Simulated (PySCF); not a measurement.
## Basis-set dependence of population analyses: 2,2-dimethylbutane

2,2-dimethylbutane, C6H14.
Bonds: C1–C2, C2–C3, C3–C4, C3–C5, C3–C6. Hydrogens: H7, H8, H9 on C1; H10, H11 on C2; H12, H13, H14 on C4; H15, H16, H17 on C5; H18, H19, H20 on C6.

PBE0 throughout (PySCF), one geometry, spherical d and f functions. Geometry: PBE0-D3(BJ)/def2-SVP; no solvent, vibrations or thermal averaging. Atoms taken as equivalent share a column and are averaged.

Mulliken charges (e):

```tsv
basis	functions	C1	C2	C3	C4/C5/C6	H7/H8/H9	H10/H11	H12 (×9)
STO-3G	44	-0.234	-0.137	+0.034	-0.229	+0.075	+0.070	+0.073
6-31G	82	-0.501	-0.279	-0.033	-0.464	+0.163	+0.152	+0.157
pcSseg-0	82	-0.635	-0.374	-0.647	-0.490	+0.228	+0.228	+0.221
6-31G*	112	-0.535	-0.299	+0.039	-0.513	+0.173	+0.158	+0.167
def2-SVP	154	-0.062	-0.027	-0.416	+0.014	+0.039	+0.026	+0.033
cc-pVDZ	154	-0.072	-0.023	-0.405	+0.011	+0.042	+0.024	+0.033
pcSseg-1	172	-0.266	-0.175	-0.604	-0.166	+0.114	+0.110	+0.109
6-311+G(2d,p)	246	-0.639	-0.144	+0.593	-0.608	+0.145	+0.128	+0.147
aug-cc-pVDZ	264	+0.535	+1.427	-3.961	+1.372	-0.133	-0.334	-0.117
def2-TZVP	270	-0.408	-0.164	+0.074	-0.385	+0.125	+0.099	+0.120
```

IAO charges (e):

| basis | functions | C1 | C2 | C3 | C4/C5/C6 | H7/H8/H9 | H10/H11 | H12 (×9) |
| --- | --- | --- | --- | --- | --- | --- | --- | --- |
| STO-3G | 44 | -0.389 | -0.250 | +0.008 | -0.385 | +0.130 | +0.125 | +0.128 |
| 6-31G | 82 | -0.430 | -0.254 | +0.065 | -0.427 | +0.140 | +0.127 | +0.136 |
| pcSseg-0 | 82 | -0.421 | -0.255 | +0.029 | -0.410 | +0.139 | +0.129 | +0.134 |
| 6-31G* | 112 | -0.409 | -0.242 | +0.062 | -0.407 | +0.134 | +0.121 | +0.130 |
| def2-SVP | 154 | -0.399 | -0.236 | +0.059 | -0.396 | +0.130 | +0.118 | +0.126 |
| cc-pVDZ | 154 | -0.409 | -0.242 | +0.065 | -0.407 | +0.133 | +0.121 | +0.130 |
| pcSseg-1 | 172 | -0.409 | -0.243 | +0.057 | -0.405 | +0.134 | +0.122 | +0.130 |
| 6-311+G(2d,p) | 246 | -0.422 | -0.249 | +0.062 | -0.419 | +0.138 | +0.125 | +0.134 |
| aug-cc-pVDZ | 264 | -0.421 | -0.248 | +0.064 | -0.418 | +0.137 | +0.124 | +0.133 |
| def2-TZVP | 270 | -0.422 | -0.249 | +0.062 | -0.419 | +0.138 | +0.125 | +0.134 |

Hirshfeld charges (e):

| basis | functions | C1 | C2 | C3 | C4/C5/C6 | H7/H8/H9 | H10/H11 | H12 (×9) |
| --- | --- | --- | --- | --- | --- | --- | --- | --- |
| STO-3G | 44 | -0.044 | -0.015 | +0.045 | -0.047 | +0.012 | +0.007 | +0.011 |
| 6-31G | 82 | -0.102 | -0.053 | +0.041 | -0.104 | +0.032 | +0.026 | +0.031 |
| pcSseg-0 | 82 | -0.103 | -0.052 | +0.053 | -0.107 | +0.033 | +0.025 | +0.031 |
| 6-31G* | 112 | -0.103 | -0.055 | +0.035 | -0.104 | +0.033 | +0.028 | +0.031 |
| def2-SVP | 154 | -0.114 | -0.061 | +0.035 | -0.115 | +0.036 | +0.031 | +0.035 |
| cc-pVDZ | 154 | -0.111 | -0.059 | +0.033 | -0.111 | +0.035 | +0.030 | +0.034 |
| pcSseg-1 | 172 | -0.116 | -0.064 | +0.026 | -0.116 | +0.037 | +0.032 | +0.036 |
| 6-311+G(2d,p) | 246 | -0.116 | -0.070 | +0.009 | -0.116 | +0.038 | +0.036 | +0.038 |
| aug-cc-pVDZ | 264 | -0.123 | -0.073 | +0.013 | -0.123 | +0.040 | +0.037 | +0.040 |
| def2-TZVP | 270 | -0.119 | -0.070 | +0.017 | -0.119 | +0.039 | +0.036 | +0.038 |

ESP-fitted charges (e):

```csv
basis,functions,C1,C2,C3,C4/C5/C6,H7/H8/H9,H10/H11,H12 (×9)
STO-3G,44,-0.359,-0.045,+0.601,-0.570,+0.093,+0.027,+0.131
6-31G,82,-0.329,+0.019,+0.566,-0.543,+0.082,+0.005,+0.124
pcSseg-0,82,-0.397,0.000,+0.729,-0.699,+0.100,+0.011,+0.160
6-31G*,112,-0.350,+0.036,+0.660,-0.587,+0.085,-0.003,+0.130
def2-SVP,154,-0.304,+0.064,+0.606,-0.504,+0.071,-0.016,+0.108
cc-pVDZ,154,-0.315,+0.073,+0.614,-0.510,+0.073,-0.018,+0.108
pcSseg-1,172,-0.323,+0.077,+0.668,-0.568,+0.074,-0.020,+0.122
"6-311+G(2d,p)",246,-0.384,+0.085,+0.781,-0.646,+0.088,-0.021,+0.137
aug-cc-pVDZ,264,-0.358,+0.086,+0.741,-0.622,+0.082,-0.021,+0.133
def2-TZVP,270,-0.372,+0.087,+0.789,-0.644,+0.085,-0.023,+0.136
```

Some averages cover members that differ in this geometry, most widely: C4/C5/C6, ESP-fitted in pcSseg-0 -0.781 to -0.653; C4/C5/C6, ESP-fitted in aug-cc-pVDZ -0.696 to -0.578; C4/C5/C6, ESP-fitted in def2-TZVP -0.717 to -0.602; C4/C5/C6, ESP-fitted in 6-311+G(2d,p) -0.719 to -0.603 e.

Problem. Which scheme is steadiest as the basis changes?

Solution. Largest range over the bases for any column: IAO 0.06 e, Hirshfeld 0.08 e, ESP-fitted 0.22 e, Mulliken 4.55 e. IAO charges move least and Mulliken charges most, counted in e. Without the minimal STO-3G basis the ranges are IAO 0.04, Hirshfeld 0.04, ESP-fitted 0.22, Mulliken 4.55 e.

Problem. How much do the charges still move between the two largest bases, aug-cc-pVDZ and def2-TZVP?

Solution. At most, over all atoms: Mulliken 4.035 e, IAO 0.002 e, Hirshfeld 0.004 e, ESP-fitted 0.049 e.

Problem. What do the same runs give for the total energy, the frontier levels and the dipole moment?

Solution. 
| basis | energy (Eh) | HOMO (eV) | LUMO (eV) | μ (D) |
| --- | --- | --- | --- | --- |
| STO-3G | -234.0087 | -7.39 | 9.88 | 0.03 |
| 6-31G | -236.7249 | -8.50 | 2.36 | 0.04 |
| pcSseg-0 | -236.2578 | -8.81 | 1.87 | 0.04 |
| 6-31G* | -236.7769 | -8.49 | 2.38 | 0.04 |
| def2-SVP | -236.6139 | -8.63 | 1.57 | 0.05 |
| cc-pVDZ | -236.7900 | -8.57 | 1.67 | 0.05 |
| pcSseg-1 | -236.7498 | -8.69 | 1.32 | 0.05 |
| 6-311+G(2d,p) | -236.8464 | -8.67 | 0.28 | 0.06 |
| aug-cc-pVDZ | -236.8038 | -8.64 | -0.08 | 0.06 |
| def2-TZVP | -236.8624 | -8.65 | 1.00 | 0.06 |
